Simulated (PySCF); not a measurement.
**SiCl+: bond curves at several levels of theory**

Aim: find the lowest electronic state of SiCl+, scan its bond at several levels of theory, and get bond length, wavenumber and dissociation energy from each curve.

The runs use PySCF 2.14.0; Si def2-TZVPPD, Cl def2-TZVPPD, no relativity.

## Step 1: The job

A driver script around PySCF takes these settings:

| Property | Result |
| --- | --- |
| atoms | Si, Cl |
| charge | 1 |
| basis | Si def2-TZVPPD, Cl def2-TZVPPD |
| Hamiltonian | no relativity |
| basis functions | 99 |
| electrons treated | 30 |
| masses in u | 27.9769, 34.9689 |
| levels | PBE0, PBE, r²SCAN, PW91, PBEsol, M06-L, M06-2X, B2PLYP, ωB97M-V, HF, MP2, SCS-MP2, CCSD, CCSD(T) |
| grid | 80 radial by 434 angular points |
| occupations | held fixed by the projection of orbital angular momentum |
| dissociation limit | Si+ + Cl, each in its ground configuration |
| starting distance in angstrom | 2.185 |
| values of 2S to try | 0, 2 |

Command:

```sh
$ OMP_NUM_THREADS=2 python dia.py task.json out
```

After this run come: PBE0 along the bond; Higher solutions at PBE0; PBE (GGA); r²SCAN; PW91 (GGA); PBEsol (GGA); M06-L; M06-2X (hybrid meta-GGA); B2PLYP; ωB97M-V (range-separated hybrid); RHF; Adding correlation.

Before running it: what results should come out? Wanted: for each run, Re; ωe; De; μ.

The runs gave:

Lowest PBE0 solution found, without spin–orbit coupling: ¹Σ⁺ (singlet), closed shell. State 2 has its PBE0 minimum 3.62 eV higher. The other levels ran on the lowest alone.

```csv
level,Re (Å),ωe (cm⁻¹),De (eV),μ (D)
RHF,1.945,697,3.71,-3.57
RHF-MP2,1.954,685,5.27,n/a
RHF-SCS-MP2,1.955,683,5.10,n/a
RHF-CCSD,1.953,685,4.89,n/a
RHF-CCSD(T),1.959,674,5.07,n/a
PBE,1.975,642,5.45,-3.22
PBEsol,1.967,651,5.75,-3.15
PW91,1.973,642,5.46,-3.23
r²SCAN,1.960,664,5.36,-3.15
M06-L,1.954,678,5.54,-3.15
PBE0,1.955,673,5.24,-3.28
M06-2X,1.953,678,5.27,-3.49
ωB97M-V,1.954,679,5.35,-3.45
B2PLYP,1.961,664,5.12,-3.54
```

De is counted to Si+ + Cl in their ground configurations. A positive dipole points from Si to Cl; in an ion it is taken about the centre of mass and does not tell which atom is negative.

Differences from CCSD(T) in the same basis:

```csv
level,Re (mÅ),ωe (%)
RHF,-14,+3.4
RHF-MP2,-5,+1.7
RHF-SCS-MP2,-4,+1.4
RHF-CCSD,-6,+1.7
PBE,+16,-4.8
PBEsol,+7,-3.4
PW91,+14,-4.7
r²SCAN,0,-1.4
M06-L,-5,+0.5
PBE0,-4,-0.2
M06-2X,-6,+0.6
ωB97M-V,-5,+0.7
B2PLYP,+2,-1.4
```

Judged by CCSD(T) in the same basis: best bond length r²SCAN (0 mÅ), worst PBE (+16 mÅ); best wavenumber PBE0 (-0.2 %), worst PBE (-4.8 %). Hartree–Fock makes the bond too short and too stiff against this reference, as it mostly does. PBE gives a bond that is too long and too soft, as GGAs tend to. Of the levels with a De here, RHF gives the least (3.71 eV) and PBEsol the most (5.75 eV).

Correlated steps freeze 10 core orbitals. B2PLYP dipoles, levels and charges come from its SCF part alone.
